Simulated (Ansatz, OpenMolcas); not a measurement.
## [SiH3]− (SMILES [SiH3-]): the vertical detachment energy, rung by rung

The species is [SiH3]− (4 atoms), meant as a singlet with charge -1. SMILES: `[SiH3-]`. Geometry: relaxed at PBE0-D4/def2-TZVPD.

```xyz
4

Si    0.5397   -0.0507   -0.3009
H     0.4266    0.6223    1.0859
H    -0.2985   -1.2837    0.1068
H    -0.6678    0.7122   -0.8918
```

Quantity: the vertical detachment energy (to the doublet neutral), in eV. The values are calculated.

```csv
level,kind,program,value (eV),CPU time (all runs)
SVWN5/6-31G,LDA,Ansatz,1.66,0.86 s
PBE/6-31G,GGA,Ansatz,1.54,1.3 s
BHLYP/6-31G,global hybrid,Ansatz,1.57,1.5 s
PBE0/6-31G,global hybrid,Ansatz,1.60,1.7 s
wB97M-V/6-31G,range-separated hybrid,Ansatz,1.64,13 s
B2PLYP/6-31G,double hybrid,Ansatz,1.41,1.8 s
BCCD(T)/6-31G,coupled cluster or CI,Ansatz,1.02,0.53 s
CCSDT(Q)/6-31G,coupled cluster or CI,Ansatz,1.01,0.93 s
"FCI/STO-3G, open shells restricted",exact in the basis,OpenMolcas,-4.00,3.7 s
```

Sets without diffuse functions describe the anion poorly. The values span -4.00 to 1.66 eV. All rows use very small basis sets, so even the best lies far from the true value. Times are those of the runs behind each value, whatever else they computed, on shared processors of several kinds: orders of magnitude only.
